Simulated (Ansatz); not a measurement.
Geometry optimisation, Ansatz, RKS r2SCANh/def2-SVP.

Input:

```yaml
crystal:
  periodic: [false, false, false]
  atoms:
    - { symbol: B, position_ang: [0.0, 0.0, 0.0] }
    - { symbol: "N", position_ang: [0.0, 0.0, 1.55] }
    - { symbol: H, position_ang: [-0.877, -0.2713, 2.08] }
    - { symbol: H, position_ang: [0.877, 0.2713, 2.08] }
    - { symbol: Cl, position_ang: [1.6108, 0.0, -0.93] }
    - { symbol: H, position_ang: [-1.0305, 0.0, -0.595] }
basis:
  gaussian: { orbitals: def2-SVP }
hamiltonian:
  xc: r2scanh
relax:
  f_tol: 0.02
  max_steps: 40
```

Command:

```bash
$ ansatz run input.yaml --threads 1 --pin off --max-ram 2048MiB --backend cpu --events-out ev --progress --plain --runs-dir out
```

Question: Where does it end, and by what steps?

Answer: The forces met the threshold. After 5 steps the energy has fallen by 0.746 eV; H3 moved furthest, 0.22 Å.

| step | energy less start (eV) | largest force component (eV/Å) | accepted |
| --- | --- | --- | --- |
| 0 | 0.0000 | 3.913 | yes |
| 1 | -0.6385 | 1.575 | yes |
| 2 | -0.7106 | 1.649 | yes |
| 3 | -0.7448 | 0.228 | yes |
| 4 | -0.7459 | 0.064 | yes |
| 5 | -0.7461 | 0.008 | yes |

```xyz
6
Properties=species:S:1:pos:R:3
B 0.009 -0.016 0.073
N 0.016 0.002 1.459
H -0.832 -0.074 2.003
H 0.861 0.090 2.008
Cl 1.541 0.121 -0.813
H -1.016 -0.123 -0.545
```

Whether the end is a true minimum wasn't checked by a vibrational analysis.

Run time: 14 s on 1 thread of Arm Neoverse V2 (shared host), peak memory 0.14 GiB.
